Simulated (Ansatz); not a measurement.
Abridged output of a molecular run in Ansatz:

```
Functional definition: HF
255 factors; integrals over basis functions are off by at most 4.0e-4 eV
mean field evaluation 1: about -2905.2185 eV, gradient 3.7e1 eV
mean field evaluation 2: about -2905.2189 eV, gradient 3.7e1 eV
mean field evaluation 4: about -2907.5091 eV, gradient 7.1e-1 eV
mean field evaluation 8: about -2907.5090 eV, gradient 2.5e-4 eV
mean field evaluation 16: about -2907.5090 eV, gradient 6.7e-7 eV
mean field -2907.50900387 eV, -106.8489851120 hartree, gradient 6.7e-7 eV, S^2 0.000000; 0 other end points of the search recorded, 0 dependent functions left out
1 core orbitals not correlated: weight in the atoms' cores, before any rotation towards them, 1.000 or more for the frozen orbitals, at most 0.000 for the correlated occupied ones
reference -2907.50900387 eV, -106.8489851120 hartree; 5, 5 occupied and 17, 17 virtual orbitals, 255 factors
second order -5.55829428 eV of doubles, -0.00000000 eV of singles
cycle   1  -5.46749378 eV  change    9.1e-2 eV  update   6.7e-2
cycle   2  -5.56986084 eV  change   -1.0e-1 eV  update   2.2e-2
cycle   3  -5.60658090 eV  change   -3.7e-2 eV  update   1.3e-2
cycle   4  -5.60520360 eV  change    1.4e-3 eV  update   3.3e-3
cycle   5  -5.60141356 eV  change    3.8e-3 eV  update   1.1e-3
cycle   6  -5.60076199 eV  change    6.5e-4 eV  update   4.4e-4
cycle   7  -5.60084614 eV  change   -8.4e-5 eV  update   1.4e-4
cycle   8  -5.60084484 eV  change    1.3e-6 eV  update   5.0e-5
cycle   9  -5.60083362 eV  change    1.1e-5 eV  update   2.5e-5
cycle  10  -5.60084898 eV  change   -1.5e-5 eV  update   9.3e-6
cycle  11  -5.60084650 eV  change    2.5e-6 eV  update   3.1e-6
perturbative correction -0.05355184 eV, -0.0019679938 hartree
Total energy: -2913.16340222 eV, -107.0567804184 hartree
```

Its atoms:

```xyz
2

Li    0.679   -0.119    0.364
F    -0.679    0.119   -0.364
```

Task: Which basis set was used?
A. def2-TZVPP
B. def2-QZVPP
C. cc-pV(T+d)Z
D. def2-SVP

Result: D. It gives 23 functions.

Task: Write the keys of the input that set method, charge and spin (a neutral closed shell needs none for the last two).

Result: 
```yaml
correlation: {method: ccsd_t}
```
